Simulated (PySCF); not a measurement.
Gas-phase reaction: Al(CH3)Cl2 + 2 C4H10 (n-butane) ⇌ Al(CH3)3 + C4H8 (isobutene) + 2 CH3Cl

Energies from PySCF, thermal terms from the rigid-rotor harmonic-oscillator model, ideal gas at 1 bar. S°(298 K) at PBE0/def2-TZVP differs from the NASA 1993 table for C4H10 (n-butane) (-9 J/mol/K); whether the harmonic model or the table's entry is off was not settled. † marks an energy on the PBE0/def2-TZVP geometry and frequencies; other levels use their own. MP2 freezes the core. All species are closed-shell singlets. Methyl groups turn as free rotors in Al(CH3)Cl2, Al(CH3)3. Al(CH3)Cl2: computed as isolated molecules; such fragments, hydroxides, amides, oligomers or adducts are transient or little studied in the gas. MP2 isn't extrapolated to the basis-set limit; its ΔH°(298 K) is 505.4 kJ in def2-SVP and 457.1 kJ in def2-TZVPP. The harmonic model lacks anharmonicity and excited electronic states, which grow with temperature; levels with a mode under 35 cm⁻¹ are left out. Internal rotation in C4H10 (n-butane), C4H8 (isobutene) is treated as a harmonic vibration of one conformer, which makes the entropy rough.

```json
[
 {"level": "BLYP/def2-TZVP†", "ΔE electronic, kJ": "413", "ΔH°(298 K), kJ": "383", "ΔS°(298 K), J/K": "171", "ΔG°(1200 K), kJ": "176"},
 {"level": "HF/def2-TZVP†", "ΔE electronic, kJ": "474", "ΔH°(298 K), kJ": "444", "ΔS°(298 K), J/K": "171", "ΔG°(1200 K), kJ": "237"},
 {"level": "M06-2X/def2-TZVP†", "ΔE electronic, kJ": "468", "ΔH°(298 K), kJ": "438", "ΔS°(298 K), J/K": "171", "ΔG°(1200 K), kJ": "231"},
 {"level": "MP2/def2-SVP†", "ΔE electronic, kJ": "536", "ΔH°(298 K), kJ": "505", "ΔS°(298 K), J/K": "171", "ΔG°(1200 K), kJ": "299"},
 {"level": "PBE/def2-SVP", "ΔE electronic, kJ": "488", "ΔH°(298 K), kJ": "457", "ΔS°(298 K), J/K": "174", "ΔG°(1200 K), kJ": "247"},
 {"level": "PBE/def2-TZVP†", "ΔE electronic, kJ": "444", "ΔH°(298 K), kJ": "414", "ΔS°(298 K), J/K": "171", "ΔG°(1200 K), kJ": "207"},
 {"level": "PBE0/def2-SVP†", "ΔE electronic, kJ": "513", "ΔH°(298 K), kJ": "483", "ΔS°(298 K), J/K": "171", "ΔG°(1200 K), kJ": "276"},
 {"level": "r2SCAN/def2-TZVP†", "ΔE electronic, kJ": "472", "ΔH°(298 K), kJ": "441", "ΔS°(298 K), J/K": "171", "ΔG°(1200 K), kJ": "235"},
 {"level": "ωB97X-V/def2-TZVP†", "ΔE electronic, kJ": "480", "ΔH°(298 K), kJ": "450", "ΔS°(298 K), J/K": "171", "ΔG°(1200 K), kJ": "243"}
]
```
ΔH° is lowest at BLYP/def2-TZVP† and highest at MP2/def2-SVP†. No reference value is set beside these.
